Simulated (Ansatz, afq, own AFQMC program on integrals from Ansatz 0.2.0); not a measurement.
Two steps: Ansatz 0.2.0 writes the Fock matrix and Cholesky factors of the valence space, and afq projects on them the lowest state that overlaps trial and start.

```yaml
crystal:
  periodic: [false, false, false]
  atoms:
    - {symbol: N, position_ang: [0.000000, -0.371564, 0.517159]}
    - {symbol: O, position_ang: [0.000000, 0.286141, -0.502127]}
    - {symbol: H, position_ang: [0.000000, 0.621374, 0.783821]}
basis:
  gaussian: {orbitals: cc-pVDZ}
magnetization: {spin_polarized: true, initial_magnetization: 2}
correlation: {method: ccsd_t, electrons: outside_noble_gas, hamiltonian_folder: ham}
```

```sh
$ ansatz run in.yaml --threads 1 --pin off --events-out ev --progress --plain --max-ram 1382MiB
```

afq runs on the folder ham with

```
--method phaseless --trial hf --walkers 120 --populations 1 --least-time 40 --time-step 0.005 --steps-per-block 20 --equilibration-blocks 112 --max-blocks 600 --target-error 0.00126 --factor-cut 1e-05 --start spin_pure --seed 1300 --taylor-order 6
```

Times are imaginary, in 1/Eh. The walk had a cap of 820 s.

Log:

```
orbitals 31  electrons 7 5  factors 238 of 310
reference energy -129.75048303 Eh
CCSD correlation -0.32593059 Eh in 11 cycles, weight of the determinant in the CISD state 0.8908
energy of the start -129.751305 Eh
 block  time / (1/Eh)  mean weight  energy / Eh
     1     0.100  1.0017  -129.846568
     2     0.200  1.0014  -129.916830
     3     0.300  1.0014  -129.978979
     4     0.400  1.0053  -130.019156
     5     0.500  1.0013  -130.024600
     7     0.700  0.9989  -130.062460
     9     0.900  1.0006  -130.055651
    18     1.800  0.9994  -130.050719
    52     5.200  1.0010  -130.063143
    86     8.600  0.9983  -130.074766
   120    12.000  1.0008  -130.081379
   137    13.700  0.9978  -130.157778
   154    15.400  0.9982  -130.104204
   188    18.800  0.9987  -130.084565
   222    22.200  0.9966  -130.042698
   256    25.600  0.9984  -130.107924
   290    29.000  0.9991  -130.043605
   324    32.400  1.0003  -130.131141
   358    35.800  0.9991  -130.095267
   392    39.200  1.0010  -130.088795
   426    42.600  1.0028  -130.093184
   460    46.000  1.0020  -130.131555
   494    49.400  1.0009  -130.032215
   528    52.800  0.9984  -130.052281
   562    56.200  1.0026  -130.078786
   579    57.900  0.9975  -130.030971
   596    59.600  1.0002  -130.125245
   630    63.000  0.9986  -130.151898
   664    66.400  1.0006  -130.102977
   698    69.800  1.0000  -130.093733
blocks merged  error / Eh  count
     1  0.001192  600
     2  0.001560  300
     4  0.001985  150
     8  0.002331  75
    16  0.002375  37
    32  0.002584  18
    64  0.001742  9
energy -130.084552 +/- 0.002584 Eh
(rows thinned)
```

The run passed its tests (sampling time, drift between the halves within three errors, error under three times the target), which doesn't prove that it has relaxed.

Against this walk (error 70.3 meV) on the same determinant: CCSD(T) 20.0 meV lower (within the noise), CCSDT(Q) 61.3 meV lower (within the noise), a separate phaseless walk with a CISD trial and standard settings 36.7 ± 72.3 meV lower (within the noise). The error is statistical and leaves out the bias of the constraint.

Cautions: constraint bias not in the error; error above the target (70.3 against 34.3 meV); lower spins were not checked.

The walk took 2.2 min on 1 thread of Intel(R) Xeon(R) 6975P-C (Granite Rapids) (shared host). The log's last line is the phaseless energy.

CCSDT and higher add their correlation energy to the determinant of the CCSD(T) run, since their own runs factorise the integrals more tightly (a shift of under 2 meV). A walk keeps the symmetry of its determinant, which the program's search chose and which needn't be the lowest solution, so a lower state of the same spin and another symmetry isn't excluded.
